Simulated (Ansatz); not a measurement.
Two isomers of C5H10S: A = `C=CCSCC`, B = `CC1CCSC1`.

Computed with Ansatz on PBE0-D4/def2-TZVP structures; ΔE is electronic, products minus reactants. CCSD(T)/CBS is the MP2 limit (def2-TZVPP, def2-QZVPP) plus CCSD(T) − MP2 in def2-TZVPP, frozen cores. DFT in def2-TZVPP. B3LYP here is the variant with VWN-RPA as its local correlation; programs differ in this. One conformer a species, not always the lowest.

A:

```xyz
16

C     0.8336   -1.2720   -1.6499
C     1.2204   -1.3268   -0.3819
C     0.2906   -1.3112    0.7764
S     0.4776    0.1924    1.7768
C    -0.0092    1.4611    0.5892
C    -1.4859    1.4728    0.2489
H     1.5502   -1.2642   -2.4626
H    -0.2180   -1.2419   -1.9189
H     2.2801   -1.3444   -0.1387
H     0.5157   -2.1202    1.4768
H    -0.7476   -1.4277    0.4582
H     0.2867    2.3994    1.0651
H     0.6036    1.3483   -0.3089
H    -1.7141    2.2975   -0.4328
H    -1.7898    0.5476   -0.2453
H    -2.0940    1.5892    1.1477
```

B:

Z-matrix (Å, degrees):
```
C
C 1 1.517
H 1 1.094 2 110.7
H 1 1.093 2 111.4 3 -120.0
H 1 1.093 2 111.2 3 119.8
C 2 1.523 1 113.7 3 -58.5
C 2 1.524 1 112.7 3 61.2
H 2 1.097 1 109.2 3 -179.0
C 6 1.518 2 107.0 1 173.0
H 6 1.094 2 111.9 1 -64.8
H 6 1.096 2 109.1 1 54.2
S 7 1.818 2 106.8 1 -162.3
H 7 1.091 2 112.3 1 77.9
H 7 1.094 2 110.5 1 -43.2
H 9 1.092 6 111.3 2 80.9
H 9 1.090 6 112.8 2 -157.0
```

Question: Which is lower in electronic energy at CCSD(T)/CBS, and by how much? (Best estimate.)

Answer: Computed: B, by 83.8 kJ/mol.

Question: Give E(B) − E(A) in kJ/mol with BLYP-D4, B3LYP-D4, MP2/def2-TZVPP, CCSD/def2-TZVPP, PBE0-D4, r2SCAN-D4, B2PLYP. (Estimate.)

Answer: Computed: BLYP-D4 -56.6, B3LYP-D4 -68.6, MP2/def2-TZVPP -95.0, CCSD/def2-TZVPP -86.8, PBE0-D4 -94.6, r2SCAN-D4 -84.1, B2PLYP -75.4. None reverses the order clearly.

Question: Does the order hold for the free energy at 298.15 K (harmonic terms from PBE0-D4)? (Estimate.)

Answer: Ansatz gave: Yes: G(B) − G(A) = -67.7 kJ/mol, for one conformer each. Modes under 60 cm⁻¹, often nearly free rotors, make the harmonic entropy too high.

Largest T1 diagnostic: 0.010.

In def2-TZVPP, CCSD(T) changes the Hartree–Fock value by −15.1 kJ/mol (the triples alone add +1.0 kJ/mol) and MP2 by −24.2 kJ/mol. From PBE to PBE0 (25 % exact exchange), in def2-TZVPP and without D4, E(B) − E(A) moves by −13.6 kJ/mol.
